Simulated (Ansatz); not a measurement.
`FC1CC1(F)F` + H₂ → `F[C@H]1C[C@@H]1F` + H–F at 700 K and 1 bar (hydrogenolysis of a C–F bond).

Computed with Ansatz on PBE0-D4/def2-TZVP structures; ΔE is electronic, products minus reactants. CBS: MP2 limit from def2 TZ/QZ plus the TZ coupled-cluster correction, frozen cores. This one scheme is used for every species.

| species | CCSD(T)/CBS energy (Eh) | H − E (kJ/mol) | S (J/(mol·K)) |
| --- | --- | --- | --- |
| `FC1CC1(F)F` | -415.27314 | 217.3 | 408.0 |
| H₂ | -1.17544 | 46.8 | 155.3 |
| `F[C@H]1C[C@@H]1F` | -316.08950 | 232.2 | 376.7 |
| H–F | -100.39570 | 45.2 | 198.5 |

H − E and S are ideal-gas, rigid-rotor, harmonic terms from PBE0-D4/def2-TZVP, for one conformer and one mirror image of each species. For small species the MP2-based limit differs from directly extrapolated CCSD(T) by up to some mEh (0.8 for H₂); such offsets cancel only in part. 1 Eh = 2625.50 kJ/mol, R = 8.31446 J/(mol·K).

Task: By hand: ΔE, ΔH, ΔS and ΔG.

Result: ΔE = (-316.08950) + (-100.39570) − (-415.27314) − (-1.17544) = -0.03662 Eh = -96.1 kJ/mol. Δ(H − E) = 232.2 + 45.2 − 217.3 − 46.8 = 13.3, so ΔH = -82.8 kJ/mol. ΔS = 376.7 + 198.5 − 408.0 − 155.3 = 11.9 J/(mol·K). ΔG = -82.8 − 700 × (11.9)/1000 = -91.1 kJ/mol.

Task: By hand: the equilibrium constant, and the temperature at which ΔG would vanish if ΔH and ΔS stayed fixed.

Result: log₁₀ K = −ΔG/(RT ln 10) = 6.8. ΔH and −TΔS have one sign here, so there is no such temperature.

The number of gas molecules stays the same, so ΔS is small and ΔH decides. A doubt of 5 kJ/mol in ΔE shifts log₁₀ K by 0.4 here. Other conformers and mirror images would add mixing entropy, several J/(mol·K) or more a flexible species. These are equilibria of isolated gas molecules and say nothing of rates. Largest T1 diagnostic: 0.011 (customary marks: 0.02 for closed shells, 0.045 for open ones).

ΔS is within the doubt of such terms, so its sign, and with it that verdict, could turn.
